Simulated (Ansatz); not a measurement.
## Dissociation curves of CH3F (fluoromethane)

CH3F: 5 atoms, total charge 0, spin state singlet. SMILES: `CF`. Geometry: relaxed at PBE0-D4/def2-TZVP.

```xyz
5

C    -0.0507    0.0329    0.0078
F     1.0941   -0.7105   -0.1686
H    -0.9187   -0.6269   -0.0580
H    -0.1048    0.7960   -0.7720
H    -0.0198    0.5085    0.9907
```

The C1–H4 distance is scanned; the parts on either side stay rigid. Basis STO-3G, 2 core orbitals frozen in the correlated methods; program Ansatz 0.2.0. FCI is exact within this basis and core. Energies in eV from each method's value at 1.092 Å; methods without a U are spin-restricted. The shape above is that at 1.092 Å.

| distance (Å) | HF | PBE | revPBE | BHLYP | B2PLYP | MP2 | CCSD | FCI |
| --- | --- | --- | --- | --- | --- | --- | --- | --- |
| 1.092 | 0.00 | 0.00 | 0.00 | 0.00 | 0.00 | 0.00 | 0.00 | 0.00 |
| 1.366 | 1.10 | 0.65 | 0.63 | 0.93 | 0.82 | 0.85 | 0.72 | 0.71 |
| 1.639 | 3.19 | 2.04 | 2.00 | 2.71 | 2.45 | 2.57 | 2.22 | 2.18 |
| 2.185 | 7.23 | 4.57 | 4.47 | 6.04 | 5.31 | 5.51 | 4.45 | 4.30 |
| 2.731 | 9.92 | 6.10 | 5.97 | 8.17 | 6.73 | 6.62 | 5.19 | 4.94 |

Departure from the FCI curve at its largest: HF +4.98 eV at 2.73 Å; PBE +1.16 eV at 2.73 Å; revPBE +1.03 eV at 2.73 Å; BHLYP +3.23 eV at 2.73 Å; B2PLYP +1.79 eV at 2.73 Å; MP2 +1.69 eV at 2.73 Å; CCSD +0.25 eV at 2.73 Å. Restricted functionals keep the electrons paired too, and rise too high. Restricted Hartree–Fock keeps the electrons paired, so it rises far too high as the bond breaks.
